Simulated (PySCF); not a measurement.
Gas-phase reaction: 4 BH₂Cl → B₂H₆ + 2 BHCl₂

Method: PySCF energies plus ideal-gas RRHO corrections (1 bar). † marks an energy on the PBE0/def2-TZVP geometry and frequencies; other levels use their own. CCSD(T) freezes the core. 6-31G* has spherical d functions here. All species are closed-shell singlets. BH₂Cl: computed as isolated molecules; such fragments, hydroxides, amides, oligomers or adducts are transient or little studied in the gas. CCSD(T) isn't extrapolated to the basis-set limit; its ΔH°(298 K) is -135.8 kJ in def2-SVP and -138.5 kJ in def2-TZVPP. The harmonic model lacks anharmonicity and excited electronic states, which grow with temperature; levels with a mode under 35 cm⁻¹ are left out.

```csv
level,"ΔE electronic, kJ","ΔH°(298 K), kJ","ΔS°(298 K), J/K","ΔG°(1800 K), kJ"
BLYP/def2-TZVP†,-134,-119,-169,178
CCSD(T)/def2-SVP†,-151,-136,-169,160
HF/6-31G*,-53,-37,-172,267
PBE/def2-TZVP†,-187,-172,-169,124
PBE0/def2-QZVP†,-180,-165,-169,132
LDA/def2-TZVP†,-252,-237,-169,59
ωB97M-V/def2-TZVP†,-163,-148,-169,149
```
ΔH° is lowest at LDA/def2-TZVP† and highest at HF/6-31G*. No reference value is set beside these.
